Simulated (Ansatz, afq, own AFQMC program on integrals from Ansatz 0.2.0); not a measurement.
**Where AFQMC and coupled cluster stand for NH$_{3}$⁺, doublet**

```xyz
4

N     0.0000    0.0000    0.0000
H     0.8950    0.0120   -0.0001
H    -0.4579    0.7691   -0.0024
H    -0.4371   -0.7811    0.0025
```

Basis 6-31G. Noble-gas cores (and the filled d shells of Ga–Kr and In–Xe) are frozen. Integrals, coupled cluster, full CI and functionals: Ansatz 0.2.0; the random walks run on the same integrals in our own AFQMC program. ph-AFQMC/CISD is guided by a CISD state made of CCSD amplitudes; releasing the constraint for a short imaginary time cuts its bias at the price of noise, slowly where states lie close. Error bars are statistical, one sigma.

Determinant: UHF, the one that the program's search chose, which needn't be the lowest solution. The geometry is a point of a scan.

Full CI on the same integrals is exact in this basis and with this determinant's frozen core.

* T1 diagnostic: 0.0047
* weight of the determinant in the CISD state: 0.969
* ⟨S²⟩ of the determinant: 0.756
* size of the correlated space: 7 electrons in 14 orbitals

Reference: full CI, correlation energy -2.492 eV. The released energy is read at 2.40 1/Eh (meV from the phaseless value at times in 1/Eh: -0.6 ± 0.5 at 0.24, -1.0 ± 0.4 at 0.51, -1.4 ± 0.3 at 0.99, -1.3 ± 0.4 at 1.62, -0.5 ± 0.5 at 2.40).

| level | E − E(reference) (kJ/mol) | share of correlation (%) |
| --- | --- | --- |
| HF | 240.4 | 0.00 |
| MP2 | 39.7 | 83.49 |
| CCSD | 2.1 | 99.13 |
| CCSD(T) | 0.5 | 99.78 |
| CCSDT | 0.2 | 99.90 |
| CCSDT(Q) | 0.0 | 99.99 |
| CCSDTQ | 0.0 | 100.00 |
| ph-AFQMC/CISD | 0.1 ± 0.05 | 99.96 |
| released AFQMC | 0.0 ± 0.05 | 99.98 |

CCSDT and higher add their correlation energy to the determinant of the CCSD(T) run, since their own runs factorise the integrals more tightly (a shift of under 2 meV). A walk keeps the symmetry of its determinant, which the program's search chose and which needn't be the lowest solution, so a lower state of the same spin and another symmetry isn't excluded. Released energies are given only where the last usable release times agree within the noise; a slower fall can still hide under it.
